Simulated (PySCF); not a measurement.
Species: 1,2-dimethyl cyclopropene, C₅H₈.
Geometry (PBE0-D3(BJ)/def2-SVP, Å), atoms numbered from 1 in this order:
```xyz
13
C5H8 angstrom
C     -1.9126    1.1398   -1.1276
C     -0.5747    0.6641   -0.7399
C      0.7202    0.6563   -0.8557
C      1.9766    1.1152   -1.4695
C      0.1548   -0.2660    0.1844
H     -2.5408    0.2987   -1.4648
H     -1.8618    1.8833   -1.9362
H     -2.4293    1.5941   -0.2663
H      2.6513    1.5336   -0.7046
H      2.5126    0.2705   -1.9338
H      1.8007    1.8819   -2.2379
H      0.1306   -1.3557    0.0022
H      0.2508   -0.0167    1.2563
```

Level: CAM-B3LYP/def2-SVPD in PySCF, non-relativistic, on one gas-phase PBE0-D3(BJ)/def2-SVP geometry that isn't relaxed in the solvent. The solvent is an IEF-PCM continuum (Bondi radii, 1.10 Å for H, scaled by 1.2). Only the electrostatic response of the medium enters.

Gas phase at CAM-B3LYP/def2-SVPD: HOMO -7.75 eV, LUMO 1.29 eV, dipole 0.91 D.

Question: What does the continuum do to the energy, the frontier levels and the dipole at CAM-B3LYP/def2-SVPD in tetrahydrofuran and acetone?

Answer: 
| solvent | ε | E(solvent) − E(gas) (kJ/mol) | polarisation term (kJ/mol) | distortion of the solute (kJ/mol) | HOMO (eV) | LUMO (eV) | dipole (D) |
| --- | --- | --- | --- | --- | --- | --- | --- |
| tetrahydrofuran | 7.426 | -4.97 | -5.44 | 0.47 | -7.77 | 1.38 | 1.13 |
| acetone | 20.49 | -5.75 | -6.38 | 0.63 | -7.78 | 1.38 | 1.17 |

Polarisation term: ½ Σ q·V over the induced surface charges. Distortion: the rise of the solute's own energy as its density leaves the gas-phase optimum. From tetrahydrofuran to acetone the lowering changes by a factor 1.16, Onsager's factor (ε − 1)/(2ε + 1) by 1.15 and ε itself by 2.8.

Question: Give the dipole vector in the frame of the coordinates (D, pointing from negative to positive charge), gas and acetone.

Answer: Gas (-0.05, 0.62, -0.66), solvent (-0.07, 0.79, -0.85). Its length changes by +28 % and its direction by less than 1°.

Question: How does the static polarisability (CAM-B3LYP/def2-SVPD, frozen core, with the continuum's full static response) change?

Answer: 
```tsv
medium	isotropic (au)	principal values (au)	⟨r²⟩ of the electrons (bohr²)
gas	60.8	47.6, 60.7, 74.3	497.4
tetrahydrofuran	76.6	60.8, 77.0, 91.9	496.9
acetone	79.6	63.7, 80.1, 94.9	496.8
```

The isotropic value in acetone is 1.31 times the gas-phase one; no cavity-field correction is applied. ⟨r²⟩ is taken about the centre of nuclear charge.

On one thread of an Intel Xeon Platinum 8488C, no GPU, shared host with 192 logical CPUs at a one-minute load of 96, this took 21 s of wall time and 0.85 GiB of memory at its peak. This is the whole response run at CAM-B3LYP/def2-SVPD in acetone, SCF included.
